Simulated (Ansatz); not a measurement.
Worked example: C2H2F2 + C3H8N → C2HF2 + C3H9N

Species: C2H2F2 `C=C(F)F`, singlet; C3H8N `[CH2]N(C)C`, doublet; C2HF2 `[CH]=C(F)F`, doublet; C3H9N (trimethylamine) `CN(C)C`, singlet. A radical takes H: the energy is the difference in strength between two C–H bonds in different surroundings.

Shapes, held fixed at every level: PBE0-D4/def2-TZVP. Flexible molecules stand in one conformer, not always the lowest. Programs: Ansatz 0.2.0. The zero-point and thermal change to 298 K, harmonic and unscaled (PBE0-D4/def2-TZVP), is -0.3 kJ/mol.

At B2PLYP/def2-TZVPP; 1 Eh = 2625.50 kJ/mol:

```
species  energy (Eh)
 C2H2F2  -277.014553
  C3H8N  -173.720562
  C2HF2  -276.319455
  C3H9N  -174.373281
```

Problem. Work out ΔH(298 K) of the reaction at this level.

Solution. 
1. Products less reactants: (-276.319455) + (-174.373281) − [(-277.014553) + (-173.720562)] = 0.042379 Eh = +111.3 kJ/mol.
2. With the thermal change: +111.3 + (-0.3) = +111.0 kJ/mol.

Other levels give +83.1 (HF/def2-TZVPP) to +124.9 kJ/mol (SPW92/def2-TZVPP). No measured value is set beside it here. Spin contamination: C2HF2 (⟨S²⟩ up to 0.90). Open shells run unrestricted.
